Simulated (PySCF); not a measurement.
# ClH3: singlet, from a PBE0 minimum start

Aim: relax ClH3 as a singlet from a PBE0 minimum start, check by its vibrations whether the end is a minimum, and collect its spectrum and constants.

The runs use PySCF 2.14.0; PBE0, basis Cl def2-TZVP, H def2-TZVP, no relativity, density fitting.

## (1) The system as given

4 atoms, charge 0, spin multiplicity 1.

Bond lengths: Cl1–H2 1.275 Å, Cl1–H3 1.588 Å, Cl1–H4 1.588 Å. Angles: H2–Cl1–H3 84.9°, H2–Cl1–H4 84.9°, H3–Cl1–H4 169.8°.

```xyz
4
charge 0 multiplicity 1
Cl    0.0000    0.0000   -0.0413
H     0.0000    0.0000    1.2334
H     1.5819    0.0000    0.0993
H    -1.5819    0.0000    0.0993
```

## (2) The SCF at the typed geometry

The steps below are one call of a driver around PySCF. For each, scf.py gives the equivalent set-up of the SCF; relaxations use the driver's own optimiser. After this first run the driver tries any further starts and a stability analysis.

File scf.py:

```python
from pyscf import gto, scf, dft
mol = gto.M(atom='''
Cl    -0.000000    -0.000000    -0.041269
H      0.000000     0.000000     1.233354
H      1.581859    -0.000000     0.099288
H     -1.581859     0.000000     0.099288''',
    basis={'Cl': 'def2-TZVP', 'H': 'def2-TZVP'},
    charge=0, spin=0)
mf = dft.RKS(mol, xc='PBE0')
mf.grids.atom_grid = (50, 194)
aux = {'Cl': 'def2-universal-JKFIT', 'H': 'def2-universal-JKFIT'}
mf = mf.density_fit(auxbasis=aux)
mf.conv_tol = 1e-08
mf.diis_space = 10
mf.max_cycle = 60
mf.init_guess = 'minao'
mf.verbose = 4
mf.kernel()
```

The run is started by

```
> OMP_NUM_THREADS=2 python axn.py task.json out
```

Output:

```text
init E= -461.735502271475
  HOMO = -0.192164748254353  LUMO = -0.0175899053464149  gap/eV = 4.75042
cycle= 1 E= -461.660271407178  delta_E= 0.0752  |g|= 0.162  |ddm|= 1.53
  HOMO = -0.205050201280208  LUMO = -0.0368955712570944  gap/eV = 4.57572
cycle= 2 E= -461.666067825162  delta_E= -0.0058  |g|= 0.0878  |ddm|= 0.267
  HOMO = -0.208137219618244  LUMO = -0.0187593072906935  gap/eV = 5.15324
cycle= 3 E= -461.668202810401  delta_E= -0.00213  |g|= 0.0189  |ddm|= 0.0831
  HOMO = -0.209176446634899  LUMO = -0.0186354239248097  gap/eV = 5.18489
cycle= 4 E= -461.668282862637  delta_E= -8.01e-05  |g|= 0.00199  |ddm|= 0.0127
  HOMO = -0.209112386500529  LUMO = -0.0187567832588158  gap/eV = 5.17984
cycle= 5 E= -461.668284595484  delta_E= -1.73e-06  |g|= 0.00159  |ddm|= 0.00773
  HOMO = -0.20900564522201  LUMO = -0.0186554357674531  gap/eV = 5.17969
cycle= 6 E= -461.668285238854  delta_E= -6.43e-07  |g|= 0.000176  |ddm|= 0.00177
  HOMO = -0.209021041756991  LUMO = -0.0186335356720875  gap/eV = 5.18071
cycle= 7 E= -461.668285271379  delta_E= -3.25e-08  |g|= 2.87e-05  |ddm|= 0.000999
  HOMO = -0.209016643010294  LUMO = -0.0186327105653916  gap/eV = 5.18061
cycle= 8 E= -461.668285272522  delta_E= -1.14e-09  |g|= 5.81e-06  |ddm|= 0.000219
  HOMO = -0.209016490708436  LUMO = -0.0186313482396905  gap/eV = 5.18064
Extra cycle  E= -461.668285272531  delta_E= -8.64e-12  |g|= 5.31e-06  |ddm|= 1.64e-05
converged SCF energy = -461.668285272531
```

This step, with its further starts and checks, ran for 2.1 s (2 threads of Arm Neoverse N1, shared host).

The test of internal stability found no lower closed-shell solution.

## (3) PBE0 minimum start, singlet: relaxation

The program finds C2v symmetry in the start, which this walk keeps. Threshold on the gradient: 0.0003 Eh/bohr, with a further test on the energy change.

scf.py, as its differences from that of step 2:

```diff
@@ -3 +3 @@
-Cl    -0.000000    -0.000000    -0.041269
+Cl     0.000000     0.000000    -0.041269
@@ -5 +5 @@
-H      1.581859    -0.000000     0.099288
+H      1.581859     0.000000     0.099288
@@ -16 +15,0 @@
-mf.init_guess = 'minao'
```

Steps of the walk:

```
step  energy (Eh)  change (kJ/mol)  largest symmetric gradient (Eh/bohr)
   0  -461.668285             0.00                               0.00003
```

The walk took 0.5 s.

Geometry (Å) and forces (eV/Å) at some steps:

```
step 0
Cl   0.000   0.000  -0.041   0.000   0.000  -0.001
H    0.000   0.000   1.233   0.000   0.000   0.000
H    1.582   0.000   0.099   0.000   0.000   0.001
H   -1.582   0.000   0.099   0.000   0.000   0.001
```

After 0 steps and 0.0 kJ/mol it ends at C2v: Cl–H 1.275 Å, Cl–H 1.588 Å (×2); H–Cl–H 84.9° (×2), H–Cl–H 169.8°.

## (4) Is it a minimum? Harmonic modes

On the finer grid the gradient is checked again; gradients at displacements of ±0.02 bohr then give force constants and infrared intensities.

scf.py, as its differences from that of step 3:

```diff
@@ -10 +10 @@
-mf.grids.atom_grid = (50, 194)
+mf.grids.atom_grid = (75, 302)
@@ -13 +13 @@
-mf.conv_tol = 1e-08
+mf.conv_tol = 1e-10
```

The driver hands on the density of the step before, so the log starts near convergence.

Log of the central SCF (cycles and frontier levels):

```text
init E= -461.668275845225
  HOMO = -0.20901793177967  LUMO = -0.0186307682923967  gap/eV = 5.18070
cycle= 1 E= -461.668275845227  delta_E= -2.16e-12  |g|= 3.35e-07  |ddm|= 6.01e-07
  HOMO = -0.209017959421331  LUMO = -0.0186307881060372  gap/eV = 5.18070
Extra cycle  E= -461.668275845224  delta_E= 2.44e-12  |g|= 3.59e-07  |ddm|= 6.49e-07
converged SCF energy = -461.668275845224
```

The whole step took 14 s.

Geometry: C2v; Cl–H 1.275 Å, Cl–H 1.588 Å (×2); H–Cl–H 84.9° (×2), H–Cl–H 169.8°.

Harmonic modes (main isotopes):

```
symmetry  ω (cm⁻¹)  IR (km/mol)     type
      b1      1039         29.4     bend
      b2      1114         2883  stretch
      a1      1176         37.2     bend
      b2      1326          375     bend
      a1      1521          0.6  stretch
      a1      2974         88.9  stretch
```

No imaginary mode, so this is a minimum.

Constants and moments:

```
Dipole moment                                                   : 1.11 D
Highest occupied level                                          : -5.69 eV
Lowest empty level                                              : -0.51 eV
Rotational constants                                            : 10.45, 3.342, 2.533 cm⁻¹
Zero-point energy                                               : 54.7 kJ/mol
Principal polarisabilities                                      : 11.2, 15.0, 69.0 bohr³
Atomisation energy without zero-point energy                    : 440 kJ/mol
Principal traceless quadrupole moments about the centre of mass : -6.97, 0.70, 6.27 D Å
Entropy at 298.15 K and 1 bar                                   : 214.5 J/(mol K)
Heat capacity Cp at 298.15 K                                    : 37.6 J/(mol K)
Enthalpy at 298.15 K above 0 K                                  : 10.15 kJ/mol
Rotational symmetry number                                      : 2
```

Charges (e) and bond orders:

```json
{"atom": "Cl1", "Mulliken": "0.01", "Löwdin": "0.27", "polar tensor": "0.83", "Mayer order to Cl1": "–"}
{"atom": "H2", "Mulliken": "0.33", "Löwdin": "0.08", "polar tensor": "0.16", "Mayer order to Cl1": "0.89"}
{"atom": "H3,4", "Mulliken": "-0.17", "Löwdin": "-0.18", "polar tensor": "-0.49", "Mayer order to Cl1": "0.58"}
```

Mulliken populations on Cl1: s 5.90, p 10.82, d 0.26, f 0.01.

## (5) What came out

| quantity | value |
| --- | --- |
| minimum | singlet, C2v |
| geometry | Cl–H 1.275 Å, Cl–H 1.588 Å (×2); H–Cl–H 84.9° (×2), H–Cl–H 169.8° |
| wavenumbers (cm⁻¹) | 1039 (b1), 1114 (b2), 1176 (a1), 1326 (b2), 1521 (a1), 2974 (a1) |
| dipole moment | 1.11 D |
| highest occupied, lowest empty level | -5.69, -0.51 eV |
| polar-tensor charge of Cl1 | +0.83 e |
| zero-point energy | 54.7 kJ/mol |
| entropy at 298.15 K | 214.5 J/(mol K) |
| atomisation energy (no zero-point energy) | 440 kJ/mol |

**Reading.** The molecule stays C2v, as typed, and the end point is a minimum. In the infrared the band at 1114 cm⁻¹ (b2, stretch) leads. Other starts or spin states, not run here, may lie lower.

The search up to here took 17 s.
